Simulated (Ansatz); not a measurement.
# singlet SiH3O+ at 6 levels

We compute a comparison of 6 runs (HF/STO-3G, SVWN5/STO-3G, r2SCAN/STO-3G, r2SCAN0/STO-3G, CCSDTQ/STO-3G, FCI/STO-3G) of singlet SiH3O+. 

The calculation is run with Ansatz 0.2.0.

65 further runs of the same task are left out: 16 that didn't finish, 49 set aside as unsound or not needed.

### 1 Starting point

The species is SiH3O+ (5 atoms), meant as a singlet with charge +1. As SMILES of the parent species, `[O][SiH3]`. Geometry: relaxed at GFN2-xTB. That shape belongs to the parent species and isn't relaxed for this state.

Bond lengths: O1–Si2 1.530 Å, Si2–H3 1.490 Å, Si2–H4 1.494 Å, Si2–H5 1.496 Å. Angles: O1–Si2–H3 115.3°, O1–Si2–H4 114.5°, O1–Si2–H5 114.3°, H3–Si2–H4 104.6°, H3–Si2–H5 104.2°, H4–Si2–H5 102.6°.

### 2 The energy at HF/STO-3G (run 1)

The input, in.yaml:

```yaml
crystal:
  periodic: [false, false, false]
  atoms:
    - {symbol: O, position_ang: [-1.416610, 0.267850, 0.690210]}
    - {symbol: Si, position_ang: [-0.065850, 0.007840, 0.019870]}
    - {symbol: H, position_ang: [-0.120650, -0.242400, -1.447490]}
    - {symbol: H, position_ang: [0.685890, -1.159260, 0.572930]}
    - {symbol: H, position_ang: [0.917210, 1.125960, 0.164480]}
basis:
  gaussian:
    orbitals: STO-3G
total_charge: 1
accuracy: high
hamiltonian:
  xc: hf
```

Command:

```sh
$ ansatz run in.yaml --threads 1 --pin off --max-ram 2610MiB --events-out events.jsonl --progress --plain --runs-dir runs
```

The program printed:

```text
Warning: RAYON_NUM_THREADS=1 ignored (pool sized by the plan → 1); use --threads N
Functional definition: HF
  name "HF"
  exchange = exact_x
  correlation = 0
290 factors; integrals over basis functions are off by at most 2.8e-8 eV
mean field evaluation 1: about -9798.1662 eV, gradient 4.9e1 eV
mean field evaluation 2: about -9798.1790 eV, gradient 4.9e1 eV
mean field evaluation 4: about -9813.5765 eV, gradient 2.6e1 eV
mean field evaluation 8: about -9816.0123 eV, gradient 5.1e-2 eV
mean field evaluation 16: about -9816.0066 eV, gradient 5.5e-7 eV
mean field evaluation 32: about -9815.9512 eV, gradient 8.2e-2 eV
mean field evaluation 64: about -9816.0090 eV, gradient 7.2e-1 eV
mean field evaluation 96: about -9798.1548 eV, gradient 4.9e1 eV
mean field -9816.00662418 eV, -360.7315899102 hartree, gradient 2.5e-8 eV, S^2 0.000000; 4 other end points of the search recorded, 0 dependent functions left out
reference -9816.00662418 eV, -360.7315899102 hartree; 12, 12 occupied and 5, 5 virtual orbitals, 290 factors
Total energy: -9816.00662418 eV, -360.7315899102 hartree
```

Wall time 0.14 s (1 thread of Arm Neoverse V1, shared host).

### 3 The energy at SVWN5/STO-3G (run 2)

The input, molecule.yaml:

```yaml
crystal:
  periodic: [false, false, false]
  atoms:
    - symbol: O
      position_ang: [-1.416610, 0.267850, 0.690210]
    - symbol: Si
      position_ang: [-0.065850, 0.007840, 0.019870]
    - symbol: H
      position_ang: [-0.120650, -0.242400, -1.447490]
    - symbol: H
      position_ang: [0.685890, -1.159260, 0.572930]
    - symbol: H
      position_ang: [0.917210, 1.125960, 0.164480]
basis:
  gaussian:
    orbitals: STO-3G
total_charge: 1
hamiltonian:
  xc: {name: SVWN5}
accuracy: high
```

Command:

```sh
$ ansatz run molecule.yaml --threads 1 --pin off --max-ram 2610MiB --events-out events.jsonl --progress --plain --runs-dir runs
```

The program printed:

```text
Warning: RAYON_NUM_THREADS=1 ignored (pool sized by the plan → 1); use --threads N
Functional definition: SVWN5
  name "SVWN5"
  exchange = slater_x
  correlation = vwn5_c
290 factors; integrals over basis functions are off by at most 2.8e-8 eV
mean field evaluation 1: about -9771.9375 eV, gradient 5.9e1 eV
mean field evaluation 2: about -9532.3774 eV, gradient 2.0e2 eV
mean field evaluation 4: about -9790.0006 eV, gradient 2.4e1 eV
mean field evaluation 8: about -9792.5064 eV, gradient 7.7e0 eV
mean field evaluation 16: about -9792.8683 eV, gradient 5.9e-2 eV
mean field evaluation 32: about -9792.8572 eV, gradient 1.5e-1 eV
mean field -9792.86787708 eV, -359.8812566383 hartree, gradient 4.5e-8 eV, S^2 0.000000; 3 other end points of the search recorded, 0 dependent functions left out
reference -9792.86787867 eV, -359.8812566970 hartree; 12, 12 occupied and 5, 5 virtual orbitals, 290 factors
Total energy: -9792.86787867 eV, -359.8812566970 hartree
```

Wall time 1.6 s (1 thread of Arm Neoverse V1, shared host).

Runs 3 to 5 aren't shown in full; the table further down has their settings and results.

### 4 A single-point energy at FCI/STO-3G (run 6)

The input, job.yaml:

```yaml
crystal:
  periodic: [false, false, false]
  atoms:
    - {symbol: O, position_ang: [-1.416610, 0.267850, 0.690210]}
    - {symbol: Si, position_ang: [-0.065850, 0.007840, 0.019870]}
    - {symbol: H, position_ang: [-0.120650, -0.242400, -1.447490]}
    - {symbol: H, position_ang: [0.685890, -1.159260, 0.572930]}
    - {symbol: H, position_ang: [0.917210, 1.125960, 0.164480]}
basis:
  gaussian:
    orbitals: STO-3G
total_charge: 1
correlation:
  method: fci
  frozen_orbitals: {H: 0, O: 1, Si: 5}
accuracy: high
```

Command:

```sh
$ ansatz run job.yaml --threads 1 --pin off --max-ram 2610MiB --events-out events.jsonl --progress --plain --runs-dir runs
```

The program printed, cut to the lines that bear on the results:

```text
Warning: RAYON_NUM_THREADS=1 ignored (pool sized by the plan → 1); use --threads N
[... 2 set-up lines as earlier in the session ...]
[...]
290 factors; integrals over basis functions are off by at most 2.8e-8 eV
[...]
mean field -9816.00662418 eV, -360.7315899102 hartree, gradient 2.5e-8 eV, S^2 0.000000; 5 other end points of the search recorded, 0 dependent functions left out; unrestricted orbitals would lower it
unrestricted determinant -9818.14958368 eV, -360.8103422195 hartree, S^2 1.0193
6 core orbitals not correlated: weight in the atoms' cores, before any rotation towards them, 1.000 or more for the frozen orbitals, at most 0.000 for the correlated occupied ones
reference -9816.00662418 eV, -360.7315899102 hartree; 6, 6 occupied and 5, 5 virtual orbitals, 290 factors
state -9820.23039271 eV, -360.8868105408 hartree
Total energy: -9820.23039271 eV, -360.8868105408 hartree
```

It took 2.7 s on 1 thread of Arm Neoverse V1, shared host.

### 5 All runs side by side

| run | level | frozen core orbitals | energy (Eh) | wall time |
| --- | --- | --- | --- | --- |
| 1 | HF/STO-3G | – | -360.731590 | 0.14 s |
| 2 | SVWN5/STO-3G | – | -359.881257 | 1.6 s |
| 3 | r2SCAN/STO-3G | – | -361.588541 | 6.6 s |
| 4 | r2SCAN0/STO-3G | – | -361.572192 | 7.2 s |
| 5 | CCSDTQ/STO-3G | 6 | -360.886759 | 8.1 s |
| 6 | FCI/STO-3G | 6 | -360.886811 | 2.7 s |

### 6 Outcome

| quantity | value |
| --- | --- |
| run 6: total energy | -360.88681 Eh |
| run 6: correlation energy (6 core orbitals frozen) | -155.2 mEh |

Against full CI in this basis: HF +155.2 mEh; CCSDTQ +0.1 mEh. Totals of different functionals can't be ranked against each other. In run 5 the log says that unrestricted orbitals would lower the reference, so the values rest on an unstable closed-shell determinant (other closed-shell runs at this shape may share the fault). In runs 1, 2, 3, 4, 5, 6 the basis is minimal, so the values are rough. All runs together took 26 s, the longest 8.1 s.
